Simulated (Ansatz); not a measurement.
**MgF+ (singlet): the correlation ladder at distance F1–Mg2 = 1.896 Å, cc-pVDZ**

How much of the correlation energy of MgF+ (singlet) does each wave-function method recover here?

The runs use Ansatz 0.2.0, Gaussian basis; cc-pVDZ, core rule «outside noble gas», up to 6 orbitals frozen.

To be run: UHF; CCSD(T) on RHF; BCCD(T) on RHF; CISD; CCSDT(Q) on RHF; CCSDTQ on RHF; CASSCF and MRCISD+Q, 2 electrons in 2 orbitals; CASSCF and NEVPT2, 2 electrons in 2 orbitals.

41 further runs of the same task are left out: 22 for a known fault of the program, 15 that didn't finish, 4 set aside as unsound or not needed. Runs told in other sessions of the task aren't counted.

## 1. What is computed

The geometry derives from a PBE0/def2-TZVP stationary point (not a proven minimum). One bond is set to the value named and the two fragments are kept rigid.

2 atoms, charge 1, spin multiplicity 1.

Atoms are counted from 1 here; the program's logs count them from 0.

Bond lengths: F1–Mg2 1.896 Å.

## 2. UHF

in.yaml

```yaml
crystal:
  periodic: [false, false, false]
  atoms:
    - {symbol: F, position_ang: [0.000000, 0.000000, 0.000000]}
    - {symbol: Mg, position_ang: [0.000000, 0.000000, 1.896000]}
basis:
  gaussian: {orbitals: cc-pVDZ}
total_charge: 1
magnetization: {spin_polarized: true, initial_magnetization: 0}
hamiltonian: {xc: hf}
output: {orbitals: {seedname: orbitals}}
```

On the command line:

```sh
> ansatz run in.yaml --threads 1 --pin off --events-out ev --progress --plain --max-ram 2393MiB
```

Further steps of the session: CCSD(T) on RHF; BCCD(T) on RHF; CISD; CCSDT(Q) on RHF; CCSDTQ on RHF; CASSCF and MRCISD+Q, 2 electrons in 2 orbitals; CASSCF and NEVPT2, 2 electrons in 2 orbitals.

Q: Predict the results of all the runs planned. Wanted: RCCSDTQ from the RHF energy; RMP2 from RCCSDTQ; RCCSD from RCCSDTQ; RCCSD(T) from RCCSDTQ; RCCSDT(Q) from RCCSDTQ; NEVPT2 pair from RCCSDTQ; MRCISD+Q pair from RCCSDTQ; T1 diagnostic.

As calculated:

```
                         quantity                                 value
      RCCSDTQ from the RHF energy                            -5.9383 eV
                RMP2 from RCCSDTQ                            +113.6 meV
               RCCSD from RCCSDTQ                            +129.7 meV
            RCCSD(T) from RCCSDTQ                             +21.7 meV
           RCCSDT(Q) from RCCSDTQ                              -4.8 meV
         NEVPT2 pair from RCCSDTQ                             +50.0 meV
       MRCISD+Q pair from RCCSDTQ                             +45.8 meV
levels within 1 kcal/mol (43 meV)  RCCSD(T), BCCD(T), RCCSDT, RCCSDT(Q)
                    T1 diagnostic                                 0.028
```

In words: RCCSD(T) misses by +21.7 meV, 0.4 % of the correlation energy. Of the multireference levels listed MRCISD+Q pair comes nearest in total energy (+45.8 meV), which doesn't show that its space is the better one. These misses are within one basis, not against nature.
